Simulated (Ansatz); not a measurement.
C2H (SMILES [C]#C) moved off its minimum; all values from Ansatz (a program for electronic structure), cores frozen in correlated methods. Open shells are unrestricted.
(charge 0, multiplicity 2)
```xyz
3

C      0.0494     0.1168    -0.7163
C      0.0556    -0.0333     0.5091
H      0.0537    -0.0290     1.5162
```

**Question.** Give the forces (eV/Å), the total energy and the dipole at CCSD(T)/aug-cc-pVTZ.

**Answer.** 
```
atom      Fx      Fy      Fz
----  ------  ------  ------
C1     0.011  -0.270   1.989
C2    -0.008   0.290  -4.703
H3    -0.003  -0.020   2.714
```
Energy -76.4677 hartree, dipole 0.73 D.

Doubts at one or more of the structures used: a spin-contaminated determinant (CCSD(T)/aug-cc-pVTZ); T1 above 0.05 (CCSD(T)/aug-cc-pVTZ).
